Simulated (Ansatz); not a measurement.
## Ansatz (development build ahead of 0.2.0) run

```yaml
crystal:
  periodic: [false, false, false]
  atoms:
    - { symbol: C, position_ang: [0.00053, 0.00803, -0.52874] }
    - { symbol: O, position_ang: [0.00802, 0.00596, 0.6729] }
    - { symbol: H, position_ang: [-0.00746, -0.94782, -1.11895] }
    - { symbol: H, position_ang: [-0.00767, 0.95046, -1.12692] }
basis:
  gaussian: { orbitals: def2-TZVP }
hamiltonian:
  xc: hf
```

The input is written out in the form of the current development build from the run's settings.

Output:

```json
{
  "Converged": "yes",
  "Total energy": "-113.91585 hartree",
  "Spin squared of the determinant": "0.000"
}
```
